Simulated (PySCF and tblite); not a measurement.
Values are calculated unless marked as measured or tabulated.
# Dynamics report: rotation

System: C3H3ClS, numbered as in [CH2:1]=[C:2]([Cl:3])[CH:4]=[S:5].

Motion: rotation about the C2–C4 bond (torsion C1–C2–C4–S5 from 0° to 180°, rising). Level: CAM-B3LYP/pcSseg-1 + D3(BJ) on GFN2-xTB stationary points, with GFN2-xTB thermal terms. Rate constants are transition-state-theory values, counting equivalent paths, without tunnelling. Run with tblite and PySCF.

| point | symmetry | E(GFN2) kcal/mol | E(DFT) kcal/mol | ZPE change kcal/mol | lowest mode cm⁻¹ | dipole D |
| --- | --- | --- | --- | --- | --- | --- |
| start | Cs | 0.0 | 0.0 | 0.00 | 90 | 1.23 |
| saddle | C1 | 7.0 | 6.5 | -0.35 | 121i | 2.06 |
| end | Cs | 1.5 | -0.6 | 0.01 | 108 | 3.15 |

| Property | Result |
| --- | --- |
| Electronic barrier | 6.5 kcal/mol |
| Barrier with zero-point energy | 6.1 kcal/mol |
| ΔH‡ (298 K) | 5.8 kcal/mol |
| ΔS‡ (298 K, symmetry apart) | -2.2 cal/(mol K) |
| Paths | 2 equivalent paths |
| End point | a different minimum |
| Mean lifetime of the start against this motion at 298 K | 4 ns |
| Cost | 32 s on 1 thread of Arm Neoverse V1, on a host shared with other jobs (rough), peak memory 0.53 GiB, launched as `OMP_NUM_THREADS=1 python ens_run.py task.json out` |

| T/K | ΔG‡ kcal/mol | k s⁻¹ | ΔG kcal/mol | k back s⁻¹ |
| --- | --- | --- | --- | --- |
| 150 | 6.2 | 5740 | -0.5 | 936 |
| 200 | 6.3 | 1.2×10⁶ | -0.5 | 3.1×10⁵ |
| 250 | 6.3 | 3.1×10⁷ | -0.6 | 1×10⁷ |
| 298 | 6.4 | 2.5×10⁸ | -0.6 | 1×10⁸ |
| 350 | 6.5 | 1.3×10⁹ | -0.6 | 5.8×10⁸ |
| 400 | 6.6 | 4.2×10⁹ | -0.6 | 2.1×10⁹ |
| 500 | 6.8 | 2.2×10¹⁰ | -0.6 | 1.2×10¹⁰ |

ΔG and ΔG‡ leave out symmetry numbers and mirror images; rates count paths: 2 out, 2 back.
